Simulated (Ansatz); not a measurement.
The input, for Ansatz 0.2.0:

```yaml
crystal:
  periodic: [false, false, false]
  atoms:
    - {symbol: Si, position_ang: [0.000000, 0.000000, 0.203631]}
    - {symbol: P, position_ang: [0.000000, 0.000000, -2.370754]}
    - {symbol: H, position_ang: [0.000000, 0.000000, 2.167123]}
basis:
  gaussian: {orbitals: 6-31G}
correlation: {method: fci, electrons: outside_noble_gas}
```

```sh
$ ansatz run in.yaml --threads 1 --pin off --events-out ev --progress --plain --max-ram 2393MiB
```

The program prints:

```
547 factors; integrals over basis functions are off by at most 5.6e-8 eV
mean field evaluation 1: about -17138.9508 eV, gradient 2.4e1 eV
mean field evaluation 2: about -17138.9527 eV, gradient 2.4e1 eV
mean field evaluation 4: about -17141.9681 eV, gradient 2.0e0 eV
mean field evaluation 8: about -17142.0310 eV, gradient 2.2e-1 eV
mean field evaluation 16: about -17132.1893 eV, gradient 2.8e0 eV
mean field evaluation 32: about -17132.3205 eV, gradient 5.8e-4 eV
mean field evaluation 64: about -17142.0303 eV, gradient 1.6e-1 eV
mean field -17142.03190160 eV, -629.9580530972 hartree, gradient 5.4e-6 eV, S^2 0.000000; 7 other end points of the search recorded, 0 dependent functions left out; unrestricted orbitals would lower it
mean field evaluation 96: about -17143.3442 eV, gradient 7.9e-1 eV
unrestricted determinant -17144.30567693 eV, -630.0416127995 hartree, S^2 2.3963
10 core orbitals not correlated: weight in the atoms' cores, before any rotation towards them, 1.000 or more for the frozen orbitals, at most 0.000 for the correlated occupied ones
reference -17142.03190160 eV, -629.9580530972 hartree; 5, 5 occupied and 13, 13 virtual orbitals, 547 factors
state -17147.52503552 eV, -630.1599220453 hartree
Total energy: -17147.52503552 eV, -630.1599220453 hartree
```

Natural occupations: 1.9784 1.9254 1.8333 1.7281 1.7281 0.2680 0.2680 0.1835 0.0475 0.0083 0.0074 0.0074 0.0049 0.0033 0.0033 0.0030 0.0018 0.0005.

Ran on 1 thread of Arm Neoverse V2, shared host: 2.2 min wall, 1.2 GiB peak host memory.
